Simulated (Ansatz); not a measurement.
# AlCO (doublet): wave-function methods side by side, def2-QZVPP

The task here is to estimate one member of a computed series from the others.

Method: def2-QZVPP, core rule «outside noble gas», up to 7 orbitals frozen; program: Ansatz 0.2.0, Gaussian basis.

To be run: UHF; ROHF; CCSD(T) on UHF.

## The system

The geometry is a PBE0/def2-TZVP stationary point (not a proven minimum) of the parent state, kept for this charge and spin.

3 atoms, charge 0, spin multiplicity 2.

Atoms are counted from 1 here; the program's logs count them from 0.

Bond lengths: Al1–C2 1.847 Å, C2–O3 1.158 Å. Angles: Al1–C2–O3 180.0°.

Set-up of the first run:

in.yaml

```yaml
crystal:
  periodic: [false, false, false]
  atoms:
    - {symbol: Al, position_ang: [0.000000, 0.000000, 1.617200]}
    - {symbol: C, position_ang: [0.000000, 0.000000, -0.229400]}
    - {symbol: O, position_ang: [0.000000, 0.000000, -1.387800]}
basis:
  gaussian: {orbitals: "def2-QZVPP.json"}
magnetization: {spin_polarized: true, initial_magnetization: 1}
hamiltonian: {xc: hf}
output: {orbitals: {seedname: orbitals}}
```

Started as:

```console
$ ansatz run in.yaml --threads 1 --pin off --events-out ev --progress --plain --max-ram 2393MiB
```

Steps of the session up to this table: UHF; ROHF; CCSD(T) on UHF.

One table of the session follows, with a row left open; its other results are not shown here.

| method | from UCCSD(T) (meV) |
| --- | --- |
| ROHF | ? |
| UHF | +12829.0 |
| UMP2 | +1033.7 |
| UCCSD | +623.1 |
| UCCSD(T) | 0 |

Estimate the missing values for ROHF.

**Answer.** from UCCSD(T) (meV): +12975.8. In the column «from UCCSD(T) (meV)» it is the highest.
